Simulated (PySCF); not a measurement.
# C₃H₆N₂O: electronic structure in real space

For C₃H₆N₂O, the scripts below find what binds its two fragments, compute its lowest excited states and analyse its density (charges, bond critical points, surface potential).

Method: levels as typed in each script, gas phase, geometry from GFN2-xTB; program: PySCF 2.14.0.

## Step 1: Starting geometry

SMILES `O.c1c[nH]cn1`, 12 atoms, charge 0, spin multiplicity 1.

Bond lengths: O1–H2 0.959 Å, O1–H3 0.973 Å, C4–C5 1.364 Å, C4–N8 1.359 Å, C4–H9 1.071 Å, C5–N6 1.366 Å, C5–H10 1.070 Å, N6–C7 1.351 Å, N6–H11 1.007 Å, C7–N8 1.304 Å, C7–H12 1.071 Å. Angles: H2–O1–H3 105.9°, C5–C4–N8 109.8°, C5–C4–H9 129.2°, N8–C4–H9 120.9°, C4–C5–N6 105.7°, C4–C5–H10 131.8°, N6–C5–H10 122.5°, C5–N6–C7 106.9°, C5–N6–H11 126.1°, C7–N6–H11 127.0°, N6–C7–N8 111.5°, N6–C7–H12 123.8°, N8–C7–H12 124.7°, C4–N8–C7 106.1°.

Coordinates:

```tsv
atom	x (Å)	y (Å)	z (Å)
O1	-3.1672	-0.0981	-0.0725
H2	-3.5148	0.6983	0.3322
H3	-2.1999	0.0030	-0.0713
C4	0.6469	1.1500	0.0060
C5	1.8681	0.5440	-0.0332
N6	1.6155	-0.7986	-0.0112
C7	0.2729	-0.9446	0.0395
N8	-0.3334	0.2097	0.0514
H9	0.4089	2.1940	0.0042
H10	2.8608	0.9411	-0.0736
H11	2.3043	-1.5325	-0.0313
H12	-0.2232	-1.8936	0.0653
```

## Step 2: Binding of the two fragments (B3LYP/def2-svpd)

Contents of input.py:

```python
import numpy as np
from pyscf import gto, scf, dft
from pyscf.scf import atom_ks, atom_hf
from scipy.linalg import block_diag
from pyscf.dispersion import dftd3

def solve(mol, dm0=None, hcore=None):
    mf = (dft.UKS if mol.spin else dft.RKS)(mol, xc='b3lyp')
    mf.grids.level = 3
    mf = mf.density_fit(auxbasis='def2-universal-jkfit')
    mf.conv_tol, mf.max_cycle = 1e-8, 80
    if hcore is not None:
        mf.get_hcore = lambda *args: hcore
    mf.kernel(dm0)
    if not mf.converged:
        mf = mf.newton().run(mf.mo_coeff, mf.mo_occ, max_cycle=30)
    assert mf.converged, 'SCF not converged'
    return mf

mol = gto.M(atom='''
O     -3.16722    -0.09807    -0.07252
H     -3.51484     0.69829     0.33224
H     -2.19985     0.00298    -0.07127
C      0.64694     1.15002     0.00597
C      1.86807     0.54403    -0.03321
N      1.61545    -0.79861    -0.01120
C      0.27287    -0.94455     0.03946
N     -0.33339     0.20965     0.05138
H      0.40891     2.19403     0.00415
H      2.86081     0.94111    -0.07356
H      2.30426    -1.53246    -0.03129
H     -0.22317    -1.89355     0.06533
''', basis='def2-svpd', charge=0, spin=0, verbose=4)
mol_a = gto.M(atom='''
O     -3.16722    -0.09807    -0.07252
H     -3.51484     0.69829     0.33224
H     -2.19985     0.00298    -0.07127
ghost-C      0.64694     1.15002     0.00597
ghost-C      1.86807     0.54403    -0.03321
ghost-N      1.61545    -0.79861    -0.01120
ghost-C      0.27287    -0.94455     0.03946
ghost-N     -0.33339     0.20965     0.05138
ghost-H      0.40891     2.19403     0.00415
ghost-H      2.86081     0.94111    -0.07356
ghost-H      2.30426    -1.53246    -0.03129
ghost-H     -0.22317    -1.89355     0.06533
''', basis='def2-svpd', charge=0, spin=0, verbose=4)
mol_b = gto.M(atom='''
ghost-O     -3.16722    -0.09807    -0.07252
ghost-H     -3.51484     0.69829     0.33224
ghost-H     -2.19985     0.00298    -0.07127
C      0.64694     1.15002     0.00597
C      1.86807     0.54403    -0.03321
N      1.61545    -0.79861    -0.01120
C      0.27287    -0.94455     0.03946
N     -0.33339     0.20965     0.05138
H      0.40891     2.19403     0.00415
H      2.86081     0.94111    -0.07356
H      2.30426    -1.53246    -0.03129
H     -0.22317    -1.89355     0.06533
''', basis='def2-svpd', charge=0, spin=0, verbose=4)
ab, a, b = solve(mol), solve(mol_a), solve(mol_b)
e_int = ab.e_tot - a.e_tot - b.e_tot
print('counterpoise-corrected interaction energy / kcal/mol', e_int * 627.5095)
def disp(atoms, charge):
    m = gto.M(atom=atoms, charge=charge, basis='sto-3g', spin=None, unit='Bohr', verbose=0)
    return dftd3.DFTD3Dispersion(m, xc='b3lyp', version='d3bj').get_dispersion()['energy']
e_disp = disp(mol._atom, mol.charge) - disp(mol._atom[:3], mol_a.charge) - disp(mol._atom[3:], mol_b.charge)
print('D3(BJ) part / kcal/mol', e_disp * 627.5095)
# spherically averaged free atoms, for the promolecule
atm = atom_ks.get_atm_nrks(mol, xc='b3lyp')
pro = block_diag(*[(atm[a[0]][2] * atm[a[0]][3]) @ atm[a[0]][2].T for a in mol._atom])
np.savez('result.npz', e_int=e_int, e_disp=e_disp, dm_a=a.make_rdm1(), dm_b=b.make_rdm1(), c=ab.mo_coeff, occ=ab.mo_occ, eps=ab.mo_energy, pro=pro, d=[f.dip_moment(verbose=0) for f in (ab, a, b)])
```

The run is started by

```console
$ OMP_NUM_THREADS=1 python input.py
```

## Step 4: Excited states (PBE/def2-svp)

Contents of input.py:

```python
import numpy as np
from pyscf import gto, scf, dft, tdscf
from pyscf.scf import atom_ks, atom_hf
from scipy.linalg import block_diag

def solve(mol, dm0=None, hcore=None):
    mf = (dft.UKS if mol.spin else dft.RKS)(mol, xc='pbe')
    mf.grids.level = 3
    mf = mf.density_fit(auxbasis='def2-universal-jkfit')
    mf.conv_tol, mf.max_cycle = 1e-8, 80
    if hcore is not None:
        mf.get_hcore = lambda *args: hcore
    mf.kernel(dm0)
    if not mf.converged:
        mf = mf.newton().run(mf.mo_coeff, mf.mo_occ, max_cycle=30)
    assert mf.converged, 'SCF not converged'
    return mf

mol = gto.M(atom='''
O     -3.16722    -0.09807    -0.07252
H     -3.51484     0.69829     0.33224
H     -2.19985     0.00298    -0.07127
C      0.64694     1.15002     0.00597
C      1.86807     0.54403    -0.03321
N      1.61545    -0.79861    -0.01120
C      0.27287    -0.94455     0.03946
N     -0.33339     0.20965     0.05138
H      0.40891     2.19403     0.00415
H      2.86081     0.94111    -0.07356
H      2.30426    -1.53246    -0.03129
H     -0.22317    -1.89355     0.06533
''', basis='def2-svp', charge=0, spin=0, verbose=4)
mf = solve(mol)
td = mf.TDA()
td.nstates, td.singlet, td.conv_tol = 5, True, 1e-5
td.kernel()
td.analyze()
x, y = np.array([p[0] for p in td.xy]), np.array([p[1] + 0 * p[0] for p in td.xy])
f, mu = td.oscillator_strength(), td.transition_dipole()
nto = [td.get_nto(state=i + 1, verbose=4) for i in range(len(td.e))]
# spherically averaged free atoms, for the promolecule
atm = atom_ks.get_atm_nrks(mol, xc='pbe')
pro = block_diag(*[(atm[a[0]][2] * atm[a[0]][3]) @ atm[a[0]][2].T for a in mol._atom])
np.savez('result.npz', e=td.e, f=f, ok=td.converged, w=[n[0] for n in nto], nto=[n[1] for n in nto], x=x, y=y, c=mf.mo_coeff, occ=mf.mo_occ, eps=mf.mo_energy, pro=pro, mu=mu)
```

## Step 6: Density, bond paths and surface potential (B3LYP/def2-svpd)

Contents of input.py:

```python
import numpy as np
from pyscf import gto, scf, dft
from pyscf.scf import atom_ks, atom_hf
from scipy.linalg import block_diag

def solve(mol, dm0=None, hcore=None):
    mf = (dft.UKS if mol.spin else dft.RKS)(mol, xc='b3lyp')
    mf.grids.level = 3
    mf = mf.density_fit(auxbasis='def2-universal-jkfit')
    mf.conv_tol, mf.max_cycle = 1e-8, 80
    if hcore is not None:
        mf.get_hcore = lambda *args: hcore
    mf.kernel(dm0)
    if not mf.converged:
        mf = mf.newton().run(mf.mo_coeff, mf.mo_occ, max_cycle=30)
    assert mf.converged, 'SCF not converged'
    return mf

mol = gto.M(atom='''
O     -3.16722    -0.09807    -0.07252
H     -3.51484     0.69829     0.33224
H     -2.19985     0.00298    -0.07127
C      0.64694     1.15002     0.00597
C      1.86807     0.54403    -0.03321
N      1.61545    -0.79861    -0.01120
C      0.27287    -0.94455     0.03946
N     -0.33339     0.20965     0.05138
H      0.40891     2.19403     0.00415
H      2.86081     0.94111    -0.07356
H      2.30426    -1.53246    -0.03129
H     -0.22317    -1.89355     0.06533
''', basis='def2-svpd', charge=0, spin=0, verbose=4)
mf = solve(mol)
mf.analyze()
# spherically averaged free atoms, for the promolecule
atm = atom_ks.get_atm_nrks(mol, xc='b3lyp')
pro = block_diag(*[(atm[a[0]][2] * atm[a[0]][3]) @ atm[a[0]][2].T for a in mol._atom])
np.savez('result.npz', e=mf.e_tot, c=mf.mo_coeff, occ=mf.mo_occ, eps=mf.mo_energy, pro=pro, dip=mf.dip_moment(verbose=0), s2=mf.spin_square()[0])
```

(Steps that only read results are left out.)

Q: Predict the outcome of this session. Wanted: interaction energy, counterpoise; lowest singlet excitation; dipole moment; HOMO, LUMO.

The runs gave:

| quantity | value |
| --- | --- |
| interaction energy, counterpoise (B3LYP/def2-svpd) | -6.5 kcal/mol |
| lowest singlet excitation (PBE/def2-svp) | 4.28 eV |
| dipole moment (B3LYP/def2-svpd) | 5.58 D |
| HOMO, LUMO (B3LYP/def2-svpd) | -6.97, -0.03 eV |

The counterpoise-corrected interaction energy of the frozen fragments is −6.5 kcal/mol without dispersion correction and −7.8 kcal/mol with D3(BJ). The pair geometry is semi-empirical, not a minimum at this level. At B3LYP/def2-svpd: The highest Hirshfeld charge is on H11 (+0.16 e), the lowest on O1 (−0.36 e). All values hold at the given geometry, in the gas phase.
